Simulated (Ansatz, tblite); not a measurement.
**The cluster MoO3−: a ladder of methods and basis sets**

An exercise on one series of results from a longer session: the logs are not shown, and one member is left open.

Method: as each input shows; program: Ansatz 0.2.0, Gaussian basis.

Plan: GFN1-xTB, GFN2-xTB, PBE-D4/def2-TZVPD, r2SCAN-D4/def2-TZVPD, r2SCAN0-D4/def2-TZVPD, revPBE-D4/def2-TZVPD, BHLYP-D4/def2-TZVPD, ωB97M-V/def2-TZVPD, r2SCANh-D4/def2-TZVPD, PBE+5HF/def2-TZVPD, PBE+10HF/def2-TZVPD, PBE+15HF/def2-TZVPD, PBE+35HF/def2-TZVPD, PBE+50HF/def2-TZVPD, PBE-D4/def2-SVPD, PBE0-D4/def2-SVPD, CCSD(T)/def2-TZVPD, RPA/def2-TZVPD.

2 further runs of the same task are left out: 2 that didn't finish. Runs told in other sessions of the task aren't counted.

### The relaxed structure

The geometry is that of the doublet, from an earlier relaxation (r2SCAN-D4/def2-TZVPD). At that level it is the lowest of the isomers that a small search found.

4 atoms, charge -1, spin multiplicity 2.

Bond lengths: Mo1–O2 1.740 Å, Mo1–O3 1.740 Å, Mo1–O4 1.740 Å. Angles: O2–Mo1–O3 115.0°, O2–Mo1–O4 115.0°, O3–Mo1–O4 115.0°.

Mo takes a core potential in the def2 sets. No spin-orbit coupling is included. The ion is computed in the gas phase, without counter-ions or solvent.

PBE0-D4/def2-TZVPD was run before; its log isn't repeated, and its numbers join the tables.

Set-up of the first run:

Tight binding, by tblite at 300 K electronic temperature and without a spin-polarisation term:

```python
tblite.interface.Calculator('GFN1-xTB', numbers, positions, charge=-1, uhf=1).singlepoint()
```

Tight binding, by tblite at 300 K electronic temperature and without a spin-polarisation term:

```python
tblite.interface.Calculator('GFN2-xTB', numbers, positions, charge=-1, uhf=1).singlepoint()
```

start.molden holds the orbitals of an earlier run on this state, given as this run's starting guess.

Input file in.yaml:

```yaml
crystal:
  periodic: [false, false, false]
  atoms:
    - {symbol: Mo, position_ang: [-0.295943, 0.012141, -0.017061]}
    - {symbol: O, position_ang: [0.199764, 0.086276, -1.682922]}
    - {symbol: O, position_ang: [0.103430, 1.414592, 0.931608]}
    - {symbol: O, position_ang: [-0.007251, -1.513009, 0.768375]}
basis:
  gaussian: {orbitals: def2-TZVPD, initial_orbitals: start.molden}
total_charge: -1
magnetization: {spin_polarized: true, initial_magnetization: 1}
hamiltonian: {xc: pbe, dispersion: d4}
scf: {omitted_lower_state_checks: [starts]}
output: {orbitals: {seedname: orbitals}}
```

The run is started by

```sh
$ ansatz run in.yaml --threads 4 --pin off --events-out ev --progress --plain --max-ram 3916MiB
```

Among the steps run: PBE-D4/def2-TZVPD; r2SCAN-D4/def2-TZVPD; r2SCAN0-D4/def2-TZVPD; revPBE-D4/def2-TZVPD; BHLYP-D4/def2-TZVPD; ωB97M-V/def2-TZVPD; r2SCANh-D4/def2-TZVPD; PBE+5HF/def2-TZVPD; PBE+10HF/def2-TZVPD; PBE+15HF/def2-TZVPD; PBE+35HF/def2-TZVPD; PBE+50HF/def2-TZVPD; PBE-D4/def2-SVPD; PBE0-D4/def2-SVPD; CCSD(T)/def2-TZVPD; RPA/def2-TZVPD.

One of the session's tables, all rows but one given; the rest of the session is left out.

| level | HOMO (eV) | LUMO (eV) | gap (eV) |
| --- | --- | --- | --- |
| PBE-D4/def2-SVPD | -0.17 | 1.19 | 1.36 |
| PBE-D4/def2-TZVPD | -0.13 | 1.23 | 1.36 |
| revPBE-D4/def2-TZVPD | -0.08 | 1.36 | 1.45 |
| r2SCAN-D4/def2-TZVPD | -0.52 | 1.57 | 2.09 |
| r2SCANh-D4/def2-TZVPD | -1.00 | 1.86 | 2.86 |
| PBE0-D4/def2-SVPD | ? | ? | ? |
| PBE0-D4/def2-TZVPD | -1.43 | 2.12 | 3.55 |
| r2SCAN0-D4/def2-TZVPD | -1.74 | 2.27 | 4.01 |
| BHLYP-D4/def2-TZVPD | -2.70 | 2.66 | 5.36 |
| ωB97M-V/def2-TZVPD | -3.71 | 3.49 | 7.20 |
| PBE+5HF/def2-TZVPD | -0.38 | 1.41 | 1.79 |
| PBE+10HF/def2-TZVPD | -0.64 | 1.59 | 2.23 |
| PBE+15HF/def2-TZVPD | -0.90 | 1.77 | 2.67 |
| PBE+35HF/def2-TZVPD | -1.97 | 2.46 | 4.44 |
| PBE+50HF/def2-TZVPD | -2.82 | 2.95 | 5.77 |

**Question.** Estimate the row for PBE0-D4/def2-SVPD.

As computed: HOMO (eV): -1.49; LUMO (eV): 2.08; gap (eV): 3.56. In the column «HOMO (eV)» it lies between r2SCAN0-D4/def2-TZVPD (-1.74) and PBE0-D4/def2-TZVPD (-1.43).

To keep in mind: Notes on CCSD(T)/def2-TZVPD: spin contamination.
